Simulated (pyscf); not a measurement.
PySCF, gas phase, ωB97X-D3(BJ)/def2-SVP geometries. Correlated levels are frozen-core, on RHF or UHF. ΔMP2 is the change of the MP2 total energy from the triple- to the quadruple-zeta basis.

**Question.** Estimate the classical barrier height and the reaction energy of `[PH3]` + `[OH][InH2]` → `[PH2][InH2]` + `[OH2]` at CCSD(T)/def2-TZVPP + ΔMP2(QZVPP). The step runs on the singlet surface, breaks H–P, In–O and forms In–P, H–O; take the separated reactants as zero.

**Answer.** ΔE‡ = 32.7 kJ/mol, ΔE = -15.1 kJ/mol. Zero-point energy shifts the barrier by +1.3 kJ/mol. It is a four-centre exchange, with an imaginary mode of 1099i cm⁻¹. On the reactant side the descent ends in an adduct with a In–P contact, 58.5 kJ/mol under the separated species and 71.5 kJ/mol under the saddle at ωB97X-D3(BJ)/def2-TZVP. On the product side the descent ends in an adduct with a In–O contact, 62.0 kJ/mol under the separated species and 100.0 kJ/mol under the saddle at ωB97X-D3(BJ)/def2-TZVP. What is counted as formed (In–P) is already present as a longer contact in the reactant adduct; forming that adduct is a step of its own. What is counted as broken (In–O) persists as a longer contact in the product adduct; parting that adduct is a step of its own. At ωB97X-D3(BJ) the barrier from the zero used here is 12.9 kJ/mol. One saddle was located; it need not be the lowest between these sides. The CCSD(T) − MP2 part came from Ansatz, without density fitting, on the same reference. The frozen core leaves the outer d or s,p core shells of the metals and heavy elements correlated in the MP2 and CC values, and def2-TZVPP describes them poorly, which can shift differences by a few kcal/mol. Elements past Kr carry the def2 core potentials, without spin-orbit coupling.
